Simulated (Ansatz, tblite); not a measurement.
# The cluster Li2O−: rung by rung

Aim: run the doublet of the cluster Li2O− at one geometry on many levels, and compare frontier levels, spin and run time.

Program: Ansatz 0.2.0, Gaussian basis. Level of theory: as each input shows. These are calculated values, not measurements.

The runs, in order: GFN1-xTB, GFN2-xTB, PBE-D4/def2-TZVPD, r2SCAN-D4/def2-TZVPD, PBE-QIDH/def2-TZVPD, BHLYP-D4/def2-TZVPD, revPBE-D4/def2-TZVPD, ωB97M-V/def2-TZVPD, B3LYP-D4/def2-TZVPD, LC-ωPBE(0.10)/def2-TZVPD, LC-ωPBE(0.15)/def2-TZVPD, LC-ωPBE(0.20)/def2-TZVPD, LC-ωPBE(0.30)/def2-TZVPD, PBE-D4/def2-SVPD, PBE0-D4/def2-SVPD, HF/STO-3G, HF/6-31G, B3LYP-D4/6-31G, CCSD(T)/def2-TZVPPD, MP2/def2-TZVPD, RPA/def2-TZVPD.

## 1. The geometry

The geometry is that of the doublet, from an earlier relaxation (PBE-D4/def2-TZVPD). At that level it is the lowest of the isomers that a small search found.

3 atoms, charge -1, spin multiplicity 2.

Bond lengths: Li1–O3 1.656 Å, Li2–O3 1.656 Å. Angles: Li1–O3–Li2 127.2°.

The ion is computed in the gas phase, without counter-ions or solvent.

PBE0-D4/def2-TZVPD was run before; its log isn't repeated, and its numbers join the tables.

## 2. GFN1-xTB

Tight binding, by tblite at 300 K electronic temperature and without a spin-polarisation term:

```python
tblite.interface.Calculator('GFN1-xTB', numbers, positions, charge=-1, uhf=1).singlepoint()
```

Energy -151.5464 eV; 0.007 s.

## 3. GFN2-xTB

Tight binding, by tblite at 300 K electronic temperature and without a spin-polarisation term:

```python
tblite.interface.Calculator('GFN2-xTB', numbers, positions, charge=-1, uhf=1).singlepoint()
```

Energy -127.7281 eV; 0.004 s.

## 4. PBE-D4/def2-TZVPD

start.molden holds the orbitals of an earlier run on this state, given as this run's starting guess.

in.yaml reads:

```yaml
crystal:
  periodic: [false, false, false]
  atoms:
    - {symbol: Li, position_ang: [1.375128, 0.529166, 0.299622]}
    - {symbol: Li, position_ang: [-1.261386, -0.813978, 0.084147]}
    - {symbol: O, position_ang: [-0.113741, 0.284811, -0.383768]}
basis:
  gaussian: {orbitals: def2-TZVPD, initial_orbitals: start.molden}
total_charge: -1
magnetization: {spin_polarized: true, initial_magnetization: 1}
hamiltonian: {xc: pbe, dispersion: d4}
scf: {omitted_lower_state_checks: [starts]}
output: {orbitals: {seedname: orbitals}}
```

The run is started by

```bash
$ ansatz run in.yaml --threads 4 --pin off --events-out ev --progress --plain --max-ram 3916MiB
```

The runs that follow: r2SCAN-D4/def2-TZVPD; PBE-QIDH/def2-TZVPD; BHLYP-D4/def2-TZVPD; revPBE-D4/def2-TZVPD; ωB97M-V/def2-TZVPD; B3LYP-D4/def2-TZVPD; LC-ωPBE(0.10)/def2-TZVPD; LC-ωPBE(0.15)/def2-TZVPD; LC-ωPBE(0.20)/def2-TZVPD; LC-ωPBE(0.30)/def2-TZVPD; PBE-D4/def2-SVPD; PBE0-D4/def2-SVPD; HF/STO-3G; HF/6-31G; B3LYP-D4/6-31G; CCSD(T)/def2-TZVPPD; MP2/def2-TZVPD; RPA/def2-TZVPD.

Q: Predict the results of all the runs planned. Wanted: gap in def2-TZVPD, named functionals, smallest and largest; gap over the ω; correlation energy, CCSD(T)/def2-TZVPPD; correlation energy, MP2/def2-TZVPD; ⟨S²⟩ in def2-TZVPD, named functionals, smallest and largest; PBE0 total energy, smallest basis above largest.

As calculated:

| quantity | value |
| --- | --- |
| gap in def2-TZVPD, named functionals, smallest and largest | 0.12 eV (revPBE-D4), 2.13 eV (ωB97M-V) |
| gap over the ω (1/bohr) | 2.13 eV at 0.1, 2.45 eV at 0.3 |
| correlation energy, CCSD(T)/def2-TZVPPD | -10.20 eV |
| correlation energy, MP2/def2-TZVPD | -9.79 eV |
| ⟨S²⟩ in def2-TZVPD, named functionals, smallest and largest | 0.750, 0.753 |
| PBE0 total energy, smallest basis above largest | 2.47 eV (def2-SVPD, def2-TZVPD) |

What this shows: Over the named functionals in def2-TZVPD the gap runs from 0.12 eV (revPBE-D4) to 2.13 eV (ωB97M-V); exact exchange widens it. Raising the ω (1/bohr) from 0.1 to 0.3 moves the HOMO by -0.17 eV and the LUMO by +0.14 eV. PBE-D4, revPBE-D4, r2SCAN-D4, B3LYP-D4, PBE0-D4 put the HOMO above zero: the outermost electron is held by the basis alone. Notes on CCSD(T)/def2-TZVPPD: state flagged by the program.
